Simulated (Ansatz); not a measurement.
For fcc Pt, PBE+SOC in Ansatz (plane waves, PAW) gives:

```
Property                         Result
------------------------------  -------
equilibrium lattice constant a  3.973 Å
bulk modulus                    244 GPa
```

Task: What does PBE0 (PAW; Ansatz, a quantum-chemistry and plane-wave program) give for the same quantities?

Result: 
- lattice constant a: 3.927 Å (shrinks by 1.2 %)
- bulk modulus: 270 GPa (increases by 11 %)

For comparison: lattice constant a 3.913 Å (measured, static lattice: zero-point anharmonic expansion removed; as tabulated in Mejia-Rodriguez and Trickey (2018), arXiv:1807.09216); bulk modulus 289 GPa (measured, corrected for temperature and zero-point phonon effects; as tabulated in Levämäki et al. (2014), arXiv:1402.3671).

Changes are worked out from the printed values.

Unless a cell is named, each level is at its own relaxed cell (PBE+SOC 15.68, PBE0 15.13 Å³/atom).

Levels without +SOC leave out spin–orbit coupling, which shifts energies and cells of such heavy elements.

The crystal itself was run without spin with PBE0; a magnetic state was not tried in these runs.

Ansatz's density-functional and Hartree–Fock values are scalar-relativistic unless marked +SOC, with PAW data made under PBE.
